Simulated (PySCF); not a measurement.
Compound: C₅H₁₀O.
Numbering: `[CH3:1][C:2]([CH3:3])([CH3:4])[CH:5]=[O:6]` (hydrogens: H7, H8, H9 on C1; H10, H11, H12 on C3; H13, H14, H15 on C4; H16 on C5)

The same species was optimised twice, with GFN2-xTB and with PBE0-D3(BJ)/def2-SVP (PySCF), and the same property calculations (PySCF, gas phase) were run on both structures.

```tsv
coordinate	GFN2-xTB	PBE0-D3(BJ)/def2-SVP	change
C2–C5 (Å)	1.512	1.518	+0.006
C2–C4 (Å)	1.527	1.522	-0.005
C5=O6 (Å)	1.197	1.200	+0.003
C2–C3 (Å)	1.533	1.533	0.000
C1–C2 (Å)	1.533	1.533	0.000
C3–C2–C4 (°)	110.7	111.3	+0.6
C1–C2–C4 (°)	110.7	111.3	+0.6
C3–C2–C5 (°)	107.5	107.0	-0.5
C2–C5–O6 (°)	126.2	125.7	-0.5
C1–C2–C5 (°)	107.6	107.2	-0.4
C4–C2–C5 (°)	110.4	110.3	-0.1
C1–C2–C3 (°)	109.8	109.6	-0.2
C1–C2–C5–O6 (°)	-121	-121	0
```

Rotational constants: A = 4491, B = 2789, C = 2756 MHz (GFN2-xTB) against A = 4464, B = 2786, C = 2748 MHz (PBE0-D3(BJ)/def2-SVP). Point groups within 0.08 Å: Cs and Cs. Atoms that the bonding makes alike are paired by their places after alignment.

On the GFN2-xTB structure: HOMO (eV) -7.28 [PBE0/pcSseg-1]; LUMO (eV) -0.54 [PBE0/pcSseg-1]; dipole (D) 2.78 [PBE0/pcSseg-1]; GIAO shielding of C1/C3/C4 (mean) (ppm) 162.1 [PBE0/pcSseg-1]; GIAO shielding of C2 (ppm) 142.5 [PBE0/pcSseg-1]; GIAO shielding of C5 (ppm) -24.3 [PBE0/pcSseg-1]; GIAO shielding of O6 (ppm) -331.4 [PBE0/pcSseg-1].

Q: What do these properties become on the PBE0-D3(BJ)/def2-SVP structure?

A: 
```tsv
property	level	on GFN2-xTB	on PBE0-D3(BJ)/def2-SVP	change
HOMO (eV)	PBE0/pcSseg-1	-7.28	-7.28	0.00
LUMO (eV)	PBE0/pcSseg-1	-0.54	-0.56	-0.02
dipole (D)	PBE0/pcSseg-1	2.78	2.76	-0.02
energy, GFN2-xTB geometry as zero (kcal/mol)	PBE0/pcSseg-1	0.0	-0.4	-0.4
GIAO shielding of C1/C3/C4 (mean) (ppm)	PBE0/pcSseg-1	162.1	160.1	-2.0
GIAO shielding of C2 (ppm)	PBE0/pcSseg-1	142.5	141.7	-0.8
GIAO shielding of C5 (ppm)	PBE0/pcSseg-1	-24.3	-25.1	-0.8
GIAO shielding of O6 (ppm)	PBE0/pcSseg-1	-331.4	-335.3	-3.9
```

The heavy atoms differ by 0.005 Å rms after alignment (one structure mirrored). Among bonds between heavy atoms C2–C4 and C2–C5 change most and about equally (-0.005 to +0.006 Å). Changes are differences of the printed values. Neither structure is proved a minimum here.

Conformer computed: `[CH3:1][C:2]([CH3:3])([CH3:4])[CH:5]=[O:6]`: C1–C2–C5–O6 -121°.
